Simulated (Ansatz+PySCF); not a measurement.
A calculation with PySCF 2.14.0.

```python
from pyscf import gto, scf, mp

mol = gto.M(atom="""
C 0.110630 0.515000 -0.098320
C -1.194160 -0.173220 0.014900
H 0.295970 1.526240 0.248220
H -1.354390 -0.581860 1.003440
H -2.007190 0.525410 -0.195060
H -1.259210 -1.005580 -0.693020
F 1.202040 -0.281590 0.020440
""", basis='cc-pvtz', charge=0, spin=1)
mf = scf.UHF(mol)
mf.kernel()
pt = mp.MP2(mf, frozen=3).run()
print(mf.e_tot, pt.e_corr, pt.e_tot)
```

The script is written out from the run's settings.

The run gave:

| Property | Result |
| --- | --- |
| Converged | yes |
| Reference energy | -177.51871 hartree |
| Correlation energy | -0.57010 hartree |
| Total energy | -178.08881 hartree |
| Spin squared of the determinant | 0.761 |
